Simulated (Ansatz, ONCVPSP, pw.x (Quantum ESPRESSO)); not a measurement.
**What a changed setting does to a pw.x run (bcc Re)**

Potential: optimised norm-conserving Vanderbilt (ONCV), ONCVPSP 4.0.1.1 (patched build), PBEsol; core [Kr] 4d10 4f14, reference 5s2 5p6 5d5 6s2; waves: 5s+6s: rc 1.95 bohr, ncon 4, nbas 7, qcut 7.1 1/bohr, 2 projectors; 5p: rc 1.80 bohr, ncon 4, nbas 9, qcut 8.3 1/bohr, 2 projectors, debl 2.9 Ha; 5d: rc 2.65 bohr, ncon 4, nbas 8, qcut 6.3 1/bohr, 2 projectors, debl 1.2 Ha; local part: polynomial inside 1.42 bohr (lpopt 5, dvloc0 0 Ha); core correction: Teter function, fcfact 2.5, rcfact 1.4.

The reference run (k-mesh 15³, cutoffs 60/240 Ry, Fermi–Dirac 0.01 Ry, mixing_beta 0.4, conv_thr 1e-9, no spin) gives -3.99 GPa at 14.678 Å³/atom, where all-electron LAPW gives 0.85 GPa. This run, with its own iteration cap, changes mixing_mode to local-TF.

```
&control
  calculation='scf', prefix='x', pseudo_dir='./', outdir='./tmp', tstress=.true., disk_io='none'
/
&system
  ibrav=0, nat=1, ntyp=1, ecutwfc=60, ecutrho=240, nbnd=15,
  occupations='smearing', smearing='fd', degauss=0.01
/
&electrons
  conv_thr=1e-09, mixing_beta=0.4, electron_maxstep=60, mixing_mode='local-TF'
/
ATOMIC_SPECIES
Re 1.0 Re.UPF
CELL_PARAMETERS angstrom
  -1.54241875 1.54241875 1.54241875
  1.54241875 -1.54241875 1.54241875
  1.54241875 1.54241875 -1.54241875
ATOMIC_POSITIONS crystal
Re 0.0000 0.0000 0.0000
K_POINTS automatic
15 15 15 0 0 0
```

```bash
pw.x < Re.scf.in > Re.scf.out
```

Task: How does the run end?

Result: It converges in 7 iterations; the free energy moves by +0.0 meV/atom and the pressure by -0.03 GPa. The result is that of the reference run.

```
Message from routine setup:
     using ibrav=0 with symmetry is DISCOURAGED, use correct ibrav instead
     lattice parameter (alat)  =       5.0485  a.u.
     unit-cell volume          =      99.0521 (a.u.)^3
     number of electrons       =        15.00
     number of Kohn-Sham states=           15
     kinetic-energy cutoff     =      60.0000  Ry
     charge density cutoff     =     240.0000  Ry
     scf convergence threshold =      1.0E-09
     Exchange-correlation= PBESOL
     number of k points=   120  Fermi-Dirac smearing, width (Ry)=  0.0100
     iteration #  1     ecut=    60.00 Ry     beta= 0.40
     total energy              =    -166.60557269 Ry
     estimated scf accuracy    <       0.03957165 Ry
     iteration #  2     ecut=    60.00 Ry     beta= 0.40
     total energy              =    -166.59686074 Ry
     estimated scf accuracy    <       0.01768061 Ry
     iteration #  3     ecut=    60.00 Ry     beta= 0.40
     total energy              =    -166.59966292 Ry
     estimated scf accuracy    <       0.00001872 Ry
     iteration #  4     ecut=    60.00 Ry     beta= 0.40
     total energy              =    -166.59967620 Ry
     estimated scf accuracy    <       0.00000269 Ry
     iteration #  5     ecut=    60.00 Ry     beta= 0.40
     total energy              =    -166.59967656 Ry
     estimated scf accuracy    <       0.00000011 Ry
     iteration #  6     ecut=    60.00 Ry     beta= 0.40
     total energy              =    -166.59967657 Ry
     estimated scf accuracy    <       0.00000001 Ry
     iteration #  7     ecut=    60.00 Ry     beta= 0.40
     the Fermi energy is    24.9251 ev
!    total energy              =    -166.59967657 Ry
     estimated scf accuracy    <          6.9E-10 Ry
     smearing contrib. (-TS)   =      -0.00503597 Ry
     The total energy is F=E-TS. E is the sum of the following terms:
     one-electron contribution =     -19.10558675 Ry
     hartree contribution      =      19.04213027 Ry
     xc contribution           =     -26.06839911 Ry
     ewald contribution        =    -140.46278501 Ry
     convergence has been achieved in   7 iterations
          total   stress  (Ry/bohr**3)                   (kbar)     P=      -40.16
     Message from routine punch:
     Nothing written, as per user request (disk_io='none')
```

The run took about 22 s on one core of a shared host (Neoverse-N1, 64 threads, 124 GiB, load 50).
